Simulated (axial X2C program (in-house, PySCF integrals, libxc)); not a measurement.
**BCN⁻: bond lengths and stretches, held linear**

One table from this session's results is given with a row withheld; the runs are named, their logs left out.

Program: an in-house X2C program for linear molecules on PySCF integrals. Level of theory: all-electron X2C, two-component (2c) or spin-free, B dyall-v3z, C dyall-v3z, N dyall-av3z. These are calculated values, not measurements.

All values are calculated.

2 further runs of the same task are left out: 2 set aside as unsound or not needed.

Set-up of the first run:

Input file task.json:

```json
{
 "zs": [
  5,
  6,
  7
 ],
 "q": -1,
 "bas": [
  "dyall-v3z",
  "dyall-v3z",
  "dyall-av3z"
 ],
 "r0": [
  1.55,
  1.16
 ],
 "symm": 0,
 "scan": [
  "PBE0",
  "HF",
  "PBE"
 ],
 "levels": [
  "PBE0",
  "HF",
  "TPSSh"
 ],
 "nst": 2
}
```

Keys: zs atomic numbers; q charge; bas basis sets; r0 starting distance in Å; symm equal bonds; scan levels of the two-bond scan; levels methods; nst determinants followed.

Started as:

```
python solin.py task.json out
```

Masses B 11.009, C 12.000, N 14.003 u.

Steps of the session up to this table: Scan at PBE0, 2c; Scan at HF, 2c; Scan at PBE, 2c.

One of the session's tables, all rows but one given; the rest of the session is left out.

```
          level  r(B–C) (Å)  r(C–N) (Å)  lower stretch (cm⁻¹)  upper stretch (cm⁻¹)
       PBE0, 2c       1.528       1.178                 839.2                2046.0
         HF, 2c       1.553       1.153                 784.4                2078.8
        PBE, 2c       1.530       1.194                 829.8                1951.0
PBE0, spin-free           ?           ?                     ?                     ?
  HF, spin-free       1.553       1.153                 784.1                2077.8
 PBE, spin-free       1.530       1.194                 829.5                1951.2
```

Estimate the missing values for PBE0, spin-free.

The run gave: r(B–C) (Å): 1.528; r(C–N) (Å): 1.178; lower stretch (cm⁻¹): 838.9; upper stretch (cm⁻¹): 2046.2.

Scans not shown above were run alike.

For an anion the highest level of a functional can be positive, and the basis then holds the extra electron. The molecule was held linear; bending was not examined, so a bent shape may lie lower. Note: functional without a current term on a determinant with orbital currents, of the molecule or an atom.
